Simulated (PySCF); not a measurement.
PySCF job for SiH4, SMILES [SiH4], IEF-PCM-M06-2X/def2-TZVPD. Geometry optimised at B3LYP-D3(BJ)/def2-TZVPD. The isomer is the one that the SMILES or the coordinates give; other isomers of the formula were not compared.

```python
import numpy as np
from pyscf import gto, scf, dft
from pyscf.solvent import pcm

mol = gto.M(
    atom='''
    Si    0.00000000    0.00000000    0.00000000
    H     0.85462425   -0.85462425   -0.85462425
    H    -0.85462425   -0.85462425    0.85462425
    H    -0.85462425    0.85462425   -0.85462425
    H     0.85462425    0.85462425    0.85462425
    ''',
    basis='def2-TZVPD',
    charge=0,
    spin=0,
    max_memory=1600,
    verbose=3,
)
mf = dft.RKS(mol, xc='m06-2x').density_fit(auxbasis='def2-universal-jkfit')
mf.grids.level = 4
mf.conv_tol = 1e-9
mf.max_cycle = 100
mf.kernel()
res = {}
for name, eps in {'water': 78.355, 'n-hexane': 1.8819, 'dimethylsulfoxide': 46.826}.items():
    s = mf.PCM()
    s.with_solvent.method, s.with_solvent.eps, s.with_solvent.lebedev_order = 'IEF-PCM', eps, 29
    s.kernel(mf.make_rdm1())
    res[name] = (s.e_tot, eps, s.dip_moment(), s.mo_energy, s.converged)
    print(f'{name}: electrostatic solvation free energy {(s.e_tot - mf.e_tot) * 627.509474:.3f} kcal/mol')
```

It prints:

```
converged SCF energy = -291.853558580922

WARN: PCM is an experimental feature. It is still in testing.
Features and APIs may be changed in the future.

converged SCF energy = -291.853729537423
Dipole moment(X, Y, Z, Debye): -0.00000, -0.00000,  0.00000
water: electrostatic solvation free energy -0.107 kcal/mol

WARN: PCM is an experimental feature. It is still in testing.
Features and APIs may be changed in the future.

converged SCF energy = -291.85362184315
Dipole moment(X, Y, Z, Debye): -0.00000, -0.00000, -0.00000
n-hexane: electrostatic solvation free energy -0.040 kcal/mol

WARN: PCM is an experimental feature. It is still in testing.
Features and APIs may be changed in the future.

converged SCF energy = -291.853727173205
Dipole moment(X, Y, Z, Debye):  0.00000, -0.00000, -0.00000
dimethylsulfoxide: electrostatic solvation free energy -0.106 kcal/mol
```

Self-consistency was reached.

Cost: about 19 core-seconds (a rough figure).
